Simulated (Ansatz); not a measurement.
# Smallest direct gap on the k points sampled of hematite (α-Fe2O3) at several levels of theory

No measured value is used here.

```csv
level (code),value (eV)
LDA (Ansatz),0.37
PBE (Ansatz),0.59
r²SCAN (Ansatz),1.55
B3LYP (VWN-RPA form) (Ansatz),3.40
PBE0 (Ansatz),[?]
```

### Question
Fill in the missing entries.

### Answer

- PBE0 (Ansatz, an electronic-structure program), value (eV): 4.26

Computed values are for a static lattice. Spin-polarised runs: LDA (opposed moments), PBE (opposed moments), r²SCAN (opposed moments), B3LYP (VWN-RPA form) (opposed moments), PBE0 (opposed moments). Values are at the measured cell (atoms relaxed with PBEsol). Cutoffs and k meshes differ between the levels. Ansatz's density-functional and Hartree–Fock values are scalar-relativistic unless marked +SOC, with PAW data made under PBE.
